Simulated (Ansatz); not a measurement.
The same path of CH7NSi (10 atoms, charge 0, multiplicity 1) was run twice with different band settings. Lost on the way: Si1–C2, Si1–H6. Made: C2–H6.

These are results of RKS PBE-D4/def2-SVP (Ansatz), not measurements.

Relaxed end points:

```xyz
10
Properties=species:S:1:pos:R:3
Si 0.374 0.063 -0.047
C 0.791 0.040 1.802
H -0.123 -0.064 2.422
H 1.460 -0.814 2.038
H 1.310 0.972 2.110
H 1.661 0.189 -0.821
N -0.676 1.342 -0.616
H -1.655 1.336 -0.314
H -0.320 2.303 -0.605
H -0.305 -1.238 -0.392
```

```xyz
10
Properties=species:S:1:pos:R:3
Si -0.046 0.118 -1.349
C 1.327 -0.135 1.884
H 0.503 -0.862 2.019
H 2.025 -0.199 2.740
H 0.908 0.886 1.813
H 1.874 -0.369 0.949
N -0.861 1.529 -0.750
H -1.664 1.555 -0.115
H -0.557 2.473 -1.007
H -0.990 -0.868 -0.607
```

Common settings: movable images 7; climbing image yes; spring 5.0 eV/Å²; optimiser quadratic models (default); start path through a guess of the saddle point; iteration limit 60; end points relaxed.

| run | force threshold |
| --- | --- |
| 1 | 0.05 eV/Å |
| 2 | 0.5 eV/Å |

(1) What does each run give, and how far can it be trusted?

Results:

(1) Run 1: converged after 39 iterations, highest image 2.798 eV above the first end. Beside the main top the profile has a ripple of under 15 meV (maxima at images 1, 4), which may be a very shallow well or noise. Neighbouring images differ by up to 2.6 eV, so the band resolves the path poorly. A vibrational analysis at the climbing image gives one clearly imaginary mode, 1127i cm⁻¹: a first-order saddle point.
Run 2: converged after 8 iterations, highest image 2.864 eV above the first end. The threshold of 0.5 eV/Å is loose, so the images may lie well off the minimum-energy path. Neighbouring images differ by up to 1.3 eV, so the band resolves the path poorly. The order of the point at the top wasn't checked.
The orbitals stay closed-shell, which can raise the energy where a bond breaks towards radicals; this wasn't checked here.
